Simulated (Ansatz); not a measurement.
Gas-phase electronic energies from Ansatz, PBE0-D4/def2-TZVP geometries. CCSD(T)/CBS is the MP2 limit (def2-TZVPP, def2-QZVPP) plus CCSD(T) − MP2 in def2-TZVPP, frozen cores. This one scheme is used for every species. DFT in def2-TZVPP. Each species was taken in one conformer, which may not be the lowest.

Consider the formal loss of a carbene: `C=C(C)C(F)Cl` → `C=C(C)Cl` + `[CH]F`.

(1) Is it downhill or uphill in electronic energy at CCSD(T)/CBS, and by how much? (Estimate.)

(2) What do these levels give: B2PLYP, HF/def2-TZVPP, MP2/def2-TZVPP, SCS-MP2/def2-TZVPP, CCSD/def2-TZVPP, SCS-MP2/def2-QZVPP? (Best estimate.)

Largest T1 diagnostic among the species: 0.018.

Answers

(1) Computed: Uphill: ΔE = +376.8 kJ/mol.

(2) Computed: B2PLYP 372.8, HF/def2-TZVPP 328.4, MP2/def2-TZVPP 398.7, SCS-MP2/def2-TZVPP 379.1, CCSD/def2-TZVPP 367.9, SCS-MP2/def2-QZVPP 381.3 kJ/mol.

In def2-TZVPP, CCSD(T) changes the Hartree–Fock value by +43.4 kJ/mol (the triples alone add +3.8 kJ/mol) and MP2 by +70.3 kJ/mol. From PBE to PBE0 (25 % exact exchange), in def2-TZVPP and without D4, ΔE moves by +9.7 kJ/mol. The D4 term adds +13.2 kJ/mol with B3LYP and +7.3 kJ/mol with PBE0; it sums over pairs of atoms, weighted by their polarisabilities, and B3LYP, whose exchange is more repulsive, gets the larger term.

B3LYP here is the variant with VWN-RPA as its local correlation; programs differ in this.
